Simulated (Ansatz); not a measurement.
`COC(C)F` → `COC` + `[CH]F` at 600 K and 1 bar (formal loss of a carbene).

Program: Ansatz. Geometries: PBE0-D4/def2-TZVP. ΔE: electronic, gas phase. CCSD(T)/CBS adds triple-zeta CCSD(T) − MP2 to the extrapolated MP2 energy (def2 sets, frozen cores). This one scheme is used for every species. Each species was taken in one conformer, which may not be the lowest.

```
  species  CCSD(T)/CBS energy (Eh)  H − E (kJ/mol)  S (J/(mol·K))
`COC(C)F`               -293.32811           321.4          404.4
    `COC`               -154.86276           248.7          321.2
  `[CH]F`               -138.29972            54.0          249.2
```

H − E and S are ideal-gas, rigid-rotor, harmonic terms from PBE0-D4/def2-TZVP, for one conformer and one mirror image of each species. 1 Eh = 2625.50 kJ/mol, R = 8.31446 J/(mol·K).

Problem. By hand: ΔE, ΔH, ΔS and ΔG.

Solution. ΔE = (-154.86276) + (-138.29972) − (-293.32811) = 0.16563 Eh = 434.9 kJ/mol. Δ(H − E) = 248.7 + 54.0 − 321.4 = -18.7, so ΔH = 416.2 kJ/mol. ΔS = 321.2 + 249.2 − 404.4 = 166.0 J/(mol·K). ΔG = 416.2 − 600 × (166.0)/1000 = 316.6 kJ/mol.

Problem. By hand: the equilibrium constant, and the temperature at which ΔG would vanish if ΔH and ΔS stayed fixed.

Solution. log₁₀ K = −ΔG/(RT ln 10) = -27.6. ΔG = 0 at ΔH/ΔS = 2507 K, far beyond where these terms or the molecules hold.

The number of gas molecules changes by +1, which sets the sign of ΔS. A doubt of 5 kJ/mol in ΔE shifts log₁₀ K by 0.4 here. Other conformers and mirror images would add mixing entropy, several J/(mol·K) or more a flexible species. These are equilibria of isolated gas molecules and say nothing of rates. Largest T1 diagnostic: 0.018 (customary marks: 0.02 for closed shells, 0.045 for open ones).
